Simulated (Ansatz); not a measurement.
The input, for Ansatz 0.2.0:

```yaml
crystal:
  periodic: [false, false, false]
  atoms:
    - {symbol: Al, position_ang: [0.000000, 0.000000, 0.000000]}
    - {symbol: N, position_ang: [0.000000, 0.000000, 1.772000]}
basis:
  gaussian: {orbitals: aug-cc-pVDZ}
total_charge: -1
magnetization: {spin_polarized: false, initial_magnetization: 1}
correlation: {method: ccsdt_q, electrons: outside_noble_gas}
```

```sh
$ ansatz run in.yaml --threads 1 --pin off --events-out ev --progress --plain --max-ram 2393MiB
```

Log:

```
840 factors; integrals over basis functions are off by at most 1.2e-7 eV
mean field evaluation 1: about -8060.6737 eV, gradient 8.0e0 eV
mean field evaluation 2: about -8060.6744 eV, gradient 8.0e0 eV
mean field evaluation 4: about -8061.7307 eV, gradient 2.5e0 eV
mean field evaluation 8: about -8061.9206 eV, gradient 7.3e-1 eV
mean field evaluation 16: about -8061.9843 eV, gradient 5.4e-1 eV
mean field evaluation 32: about -8061.8536 eV, gradient 2.4e0 eV
mean field evaluation 64: about -8062.5238 eV, gradient 2.7e-5 eV
mean field evaluation 96: about -8058.6957 eV, gradient 1.9e-6 eV
mean field evaluation 128: about -8062.4380 eV, gradient 9.1e-1 eV
mean field evaluation 160: about -8059.0717 eV, gradient 6.1e0 eV
...
cycle  22  -7.48287540 eV  change    3.1e-5 eV  update   2.6e-5
cycle  23  -7.48287654 eV  change   -1.1e-6 eV  update   1.6e-5
cycle  24  -7.48287977 eV  change   -3.2e-6 eV  update   1.0e-5
cycle  25  -7.48288349 eV  change   -3.7e-6 eV  update   7.2e-6
cycle  26  -7.48288717 eV  change   -3.7e-6 eV  update   5.9e-6
cycle  27  -7.48289066 eV  change   -3.5e-6 eV  update   3.5e-6
cycle  28  -7.48288908 eV  change    1.6e-6 eV  update   2.4e-6
cycle  29  -7.48288685 eV  change    2.2e-6 eV  update   2.0e-6
cycle  30  -7.48288670 eV  change    1.5e-7 eV  update   1.5e-6
cycle  31  -7.48288649 eV  change    2.1e-7 eV  update   1.0e-6
perturbative correction -0.07469156 eV, -0.0027448643 hartree
Total energy: -8069.49069671 eV, -296.5483134069 hartree
```

Ran on 1 thread of Arm Neoverse N1, shared host: 95 s wall, 0.6 GiB peak host memory.
